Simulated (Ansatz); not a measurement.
We consider fcc Au, described by PBE-D3(BJ) in Ansatz (plane waves, PAW).

Run with plane-wave cutoff 520 eV, 24×24×24 k mesh, Fermi–Dirac smearing 0.05 eV, scalar-relativistic PAW data made under PBE.

Energies at three volumes about the minimum:

```csv
V (Å³/atom),E − E_lowest (meV/atom)
16.921,3.57
17.267,0.00
17.612,3.43
```

Problem. Fit a parabola by hand: where is the minimum, what lattice constant follows, and what is the bulk modulus?

Solution. Slopes: (0.00 − 3.57)/(17.267 − 16.921) = -10.318 and (3.43 − 0.00)/(17.612 − 17.267) = 9.942 meV/Å³. Curvature E″ = 2 × (9.942 − (-10.318))/(17.612 − 16.921) = 58.640 meV/Å⁶. From the middle of the first interval, the slope vanishes at V0 = 17.0940 − (-10.318)/58.640 = 17.270 Å³/atom. B = V0 E″ = 17.270 × 58.640 meV/Å³ × 0.1602 GPa per meV/Å³ = 162 GPa. With 4 atoms in the cube, a = (4 × 17.270)^(1/3) = 4.103 Å. The full Birch–Murnaghan fit to all volumes gives V0 = 17.262 Å³/atom and B0 = 162 GPa.

Measured, for comparison: bulk modulus 182 GPa (0 K value with the zero-point phonon effect removed, our sources range from 175 to 182; as tabulated in Mejia-Rodriguez and Trickey (2018), arXiv:1807.09216); lattice constant a 4.062 Å (static lattice: zero-point anharmonic expansion removed; as tabulated in Mejia-Rodriguez and Trickey (2018), arXiv:1807.09216). Computed (rounded) less measured: bulk modulus -11 % (-7 % to -11 % over the range).

Ansatz is a first-principles code.
